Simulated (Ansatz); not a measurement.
# SiH₃+ (triplet): wave-function methods side by side at a displaced geometry (v1), cc-pVTZ

Aim: climb from Hartree-Fock through coupled cluster and multireference methods for SiH₃+ (triplet) at one geometry and basis, and see what each rung misses.

Method: cc-pVTZ, core rule «outside noble gas», up to 5 orbitals frozen; program: Ansatz 0.2.0, Gaussian basis.

Plan: UHF; CCSD(T) on ROHF; CCSD(T) on UHF; BCCD(T) on ROHF; CCSDT(Q) on ROHF; CCSDT(Q) on UHF; CASSCF and MRCISD+Q, 6 electrons in 7 orbitals; CASSCF and NEVPT2, 6 electrons in 7 orbitals.

15 further runs of the same task are left out: 2 for a known fault of the program, 3 that didn't finish, 10 set aside as unsound or not needed.

## 1. The geometry

The geometry is a PBE0/def2-TZVP stationary point (not a proven minimum) with its atoms shifted at random (size 0.040 Å).

4 atoms, charge 1, spin multiplicity 3.

Atoms are counted from 1 here; the program's logs count them from 0.

Bond lengths: Si1–H2 1.512 Å, Si1–H3 1.647 Å, Si1–H4 1.692 Å. Angles: H2–Si1–H3 106.2°, H2–Si1–H4 104.4°, H3–Si1–H4 34.2°.

## 2. UHF

The input, in.yaml:

```yaml
crystal:
  periodic: [false, false, false]
  atoms:
    - {symbol: Si, position_ang: [0.000303, 0.067411, -0.075832]}
    - {symbol: H, position_ang: [-0.000530, -1.241879, -0.831717]}
    - {symbol: H, position_ang: [0.486755, -0.286833, 1.457456]}
    - {symbol: H, position_ang: [-0.494664, -0.349648, 1.487258]}
basis:
  gaussian: {orbitals: cc-pVTZ}
total_charge: 1
magnetization: {spin_polarized: true, initial_magnetization: 2}
hamiltonian: {xc: hf}
output: {orbitals: {seedname: orbitals}}
```

Command:

```console
$ ansatz run in.yaml --threads 1 --pin off --events-out ev --progress --plain --max-ram 2393MiB
```

Further steps of the session: CCSD(T) on ROHF; CCSD(T) on UHF; BCCD(T) on ROHF; CCSDT(Q) on ROHF; CCSDT(Q) on UHF; CASSCF and MRCISD+Q, 6 electrons in 7 orbitals; CASSCF and NEVPT2, 6 electrons in 7 orbitals.

Before running them: what should the planned runs give, taken together? Wanted: UCCSDT(Q) below the RHF energy; RMP2 from UCCSDT(Q); UMP2 from UCCSDT(Q); RCCSD from UCCSDT(Q); RCCSD(T) from UCCSDT(Q); UCCSD(T) from UCCSDT(Q); RCCSDT(Q) from UCCSDT(Q); NEVPT2 valence from UCCSDT(Q); MRCISD+Q valence from UCCSDT(Q).

**Answer**, as computed:

| quantity | value |
| --- | --- |
| UCCSDT(Q) below the RHF energy | -3.3860 eV |
| RMP2 from UCCSDT(Q) | +72.3 kJ/mol |
| UMP2 from UCCSDT(Q) | +72.1 kJ/mol |
| RCCSD from UCCSDT(Q) | +11.5 kJ/mol |
| RCCSD(T) from UCCSDT(Q) | +2.6 kJ/mol |
| UCCSD(T) from UCCSDT(Q) | +2.4 kJ/mol |
| RCCSDT(Q) from UCCSDT(Q) | +0.2 kJ/mol |
| NEVPT2 valence from UCCSDT(Q) | +56.0 kJ/mol |
| MRCISD+Q valence from UCCSDT(Q) | +2.4 kJ/mol |
| levels within 1 kcal/mol (43 meV) | RCCSD(T), UCCSD(T), BCCD(T), RCCSDT, UCCSDT, RCCSDT(Q), MRCISD+Q valence |
| T1 diagnostic | 0.024 |
| effectively unpaired electrons | 2.02 |

What this shows: RCCSD(T) lands +2.6 kJ/mol from the yardstick (0.8 % of the correlation energy). One determinant dominates. Of the multireference levels listed MRCISD+Q valence comes nearest in total energy (+2.4 kJ/mol), which doesn't show that its space is the better one. These misses are within one basis, not against nature; the frozen cores of restricted and unrestricted runs differ, which can shift their rows.
